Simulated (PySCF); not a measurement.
Species: C3H4ClF.
Geometry (PBE0-D3(BJ)/def2-SVP, Å), atoms numbered from 1 in this order:
```
atom  x, y, z in Å
C1    -1.129    0.194   -0.236
C2     0.323    0.332    0.058
Cl3    0.931    1.951    0.154
C4     1.157   -0.695    0.240
F5     2.447   -0.549    0.492
H6    -1.423   -0.866   -0.266
H7    -1.732    0.703    0.532
H8    -1.374    0.653   -1.206
H9     0.827   -1.736    0.192
```

Computed with EOM-IP-CCSD/aug-cc-pVDZ in PySCF, restricted Hartree–Fock reference, frozen core, non-relativistic, gas phase, PBE0-D3(BJ)/def2-SVP geometry.

Hartree–Fock orbital energies give these Koopmans values (eV): HOMO 9.86, HOMO-1 12.45, HOMO-2 13.46, HOMO-3 14.64, HOMO-4 15.83, HOMO-5 16.17, HOMO-6 16.33, HOMO-7 18.69.

Problem. What vertical ionisation energies does EOM-IP-CCSD give?

Solution. 
```json
{"leading hole (HF orbital)": "HOMO", "Koopmans (eV)": "9.86", "EOM-IP-CCSD (eV)": "9.50", "change (eV)": "-0.36", "one-hole share": "0.96"}
{"leading hole (HF orbital)": "HOMO-1", "Koopmans (eV)": "12.45", "EOM-IP-CCSD (eV)": "11.49", "change (eV)": "-0.96", "one-hole share": "0.96"}
{"leading hole (HF orbital)": "HOMO-2", "Koopmans (eV)": "13.46", "EOM-IP-CCSD (eV)": "12.48", "change (eV)": "-0.98", "one-hole share": "0.95"}
{"leading hole (HF orbital)": "HOMO-3", "Koopmans (eV)": "14.64", "EOM-IP-CCSD (eV)": "13.52", "change (eV)": "-1.12", "one-hole share": "0.96"}
{"leading hole (HF orbital)": "HOMO-5", "Koopmans (eV)": "16.17", "EOM-IP-CCSD (eV)": "14.27", "change (eV)": "-1.90", "one-hole share": "0.95"}
{"leading hole (HF orbital)": "HOMO-4", "Koopmans (eV)": "15.83", "EOM-IP-CCSD (eV)": "14.66", "change (eV)": "-1.17", "one-hole share": "0.95"}
{"leading hole (HF orbital)": "HOMO-6", "Koopmans (eV)": "16.33", "EOM-IP-CCSD (eV)": "15.18", "change (eV)": "-1.15", "one-hole share": "0.95"}
{"leading hole (HF orbital)": "HOMO-7", "Koopmans (eV)": "18.69", "EOM-IP-CCSD (eV)": "16.87", "change (eV)": "-1.82", "one-hole share": "0.94"}
```

Problem. Does the order of the lines follow the orbital energies?

Solution. No: the HOMO-5 hole (14.27 eV) falls below the HOMO-4 hole (14.66 eV). The corrections run from -1.90 to -0.36 eV, with a mean of -1.18 eV over the 8 lines; no line lies above its Koopmans value. Koopmans values leave out both the relaxation of the orbitals and the change in correlation energy.

Problem. At what kinetic energies would He I light (21.22 eV) eject these electrons?

Solution. 11.72 eV (HOMO), 9.73 eV (HOMO-1), 8.74 eV (HOMO-2), 7.70 eV (HOMO-3), 6.95 eV (HOMO-5), 6.56 eV (HOMO-4), 6.04 eV (HOMO-6), 4.35 eV (HOMO-7).

One root was sought for each valence orbital with −ε under 21 eV, eight at most, so deeper holes and satellites are missing; no vibrational structure.
